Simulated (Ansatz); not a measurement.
Process, species as SMILES: ClC (CH3-Cl) → [CH3] (CH3) + Cl atom
B3LYP-D3(BJ)/def2-TZVP geometries, fixed; electronic energies without zero-point terms.

Effect of a fitting basis named in the input at HF/def2-TZVPP with Ansatz (a program for electronic structure), against the last row, where the bond dissociation energy is 53.60 kcal/mol. Open shells are unrestricted. The default fits or decomposes integrals by the program's own choice; accuracy: high also tightens integrals, grids and stops.

```tsv
setting	largest shift of a total energy (mEh)	shift of the bond dissociation energy (kcal/mol)
fitting: def2-SV(P)-JKFIT	0.037	-0.029
fitting: def2-universal-JKFIT	0.037	-0.029
fitting: cc-pVTZ-JKFIT	0.033	-0.019
fitting: cc-pVQZ-JKFIT	0.015	-0.009
fitting: cc-pV5Z-JKFIT	0.014	-0.009
accuracy: high	-0.003	0.000
accuracy: medium (default)	0.000	0.000
```

Within 0.02 kcal/mol in the bond dissociation energy: fitting: cc-pVTZ-JKFIT; fitting: cc-pVQZ-JKFIT; fitting: cc-pV5Z-JKFIT; accuracy: high. The largest shift is 0.037 mEh in a total energy and 0.029 kcal/mol in the difference.
